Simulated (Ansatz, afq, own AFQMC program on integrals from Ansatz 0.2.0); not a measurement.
AFQMC on a folder of integrals that Ansatz 0.2.0 wrote.

```yaml
crystal:
  periodic: [false, false, false]
  atoms:
    - {symbol: Ge, position_ang: [0.000000, 0.028556, 0.317215]}
    - {symbol: O, position_ang: [0.000000, -0.207418, -1.522801]}
    - {symbol: H, position_ang: [0.000000, 1.234458, 1.310999]}
basis:
  gaussian: {orbitals: cc-pVDZ}
magnetization: {spin_polarized: true, initial_magnetization: 3}
correlation: {method: ccsd_t, electrons: outside_noble_gas, hamiltonian_folder: ham}
```

```sh
$ ansatz run in.yaml --threads 1 --pin off --events-out ev --progress --plain --max-ram 1382MiB
```

Options of the walk:

```
--method phaseless --trial hf --walkers 120 --populations 1 --least-time 40 --time-step 0.005 --steps-per-block 20 --equilibration-blocks 112 --max-blocks 600 --target-error 0.0012000 --factor-cut 1e-05 --start spin_pure --seed 6423 --taylor-order 6
```

Times are imaginary, in 1/Eh. The walk had a cap of 766 s. Filled inner d shells are frozen with the cores.

Output of the walk:

```
orbitals 31  electrons 7 4  factors 232 of 500
reference energy -2150.66390147 Eh
CCSD correlation -0.22703512 Eh in 15 cycles, weight of the determinant in the CISD state 0.9009
energy of the start -2150.664424 Eh
 block  time / (1/Eh)  mean weight  energy / Eh
     1     0.100  1.0017  -2150.730929
     2     0.200  1.0023  -2150.772179
     3     0.300  0.9995  -2150.795347
     4     0.400  1.0027  -2150.826239
     5     0.500  1.0037  -2150.836245
     8     0.800  0.9996  -2150.861617
    18     1.800  0.9988  -2150.882414
    69     6.900  0.9994  -2150.872231
   120    12.000  1.0007  -2150.885835
   171    17.100  0.9976  -2150.875170
   222    22.200  1.0025  -2150.934837
   273    27.300  0.9995  -2150.913587
   324    32.400  0.9971  -2150.912344
   375    37.500  0.9994  -2150.918010
   426    42.600  0.9980  -2150.923153
   460    46.000  0.9980  -2150.869231
   477    47.700  1.0001  -2150.878452
   528    52.800  1.0006  -2150.906592
   579    57.900  1.0009  -2150.896101
   630    63.000  0.9985  -2150.877934
   681    68.100  1.0029  -2150.935952
   698    69.800  1.0013  -2150.894857
blocks merged  error / Eh  count
     1  0.000836  600
     2  0.001091  300
     4  0.001390  150
     8  0.001693  75
    16  0.001979  37
    32  0.002377  18
    64  0.002436  9
energy -2150.894727 +/- 0.002377 Eh
(rows thinned)
```

The run passed its tests (sampling time, drift between the halves within three errors, error under three times the target), which doesn't prove that it has relaxed.

Against this walk (error 64.7 meV) on the same determinant: CCSD(T) 44.9 meV lower (within the noise), CCSDT(Q) 95.5 meV lower (within the noise), a separate phaseless walk with a CISD trial and standard settings 61.2 ± 65.6 meV lower (within the noise). The error is statistical and leaves out the bias of the constraint.

Cautions: constraint bias not in the error; error above the target (64.7 against 32.7 meV); no relativity below Rb; no spin-orbit coupling; inner d shell frozen; lower spins were not checked.

The walk took 2.7 min on 1 thread of Arm Neoverse V2, on a shared host. The log's last line is the phaseless energy.

CCSDT and higher add their correlation energy to the determinant of the CCSD(T) run, since their own runs factorise the integrals more tightly (a shift of under 2 meV). A walk keeps the symmetry of its determinant, which the program's search chose and which needn't be the lowest solution, so a lower state of the same spin and another symmetry isn't excluded.
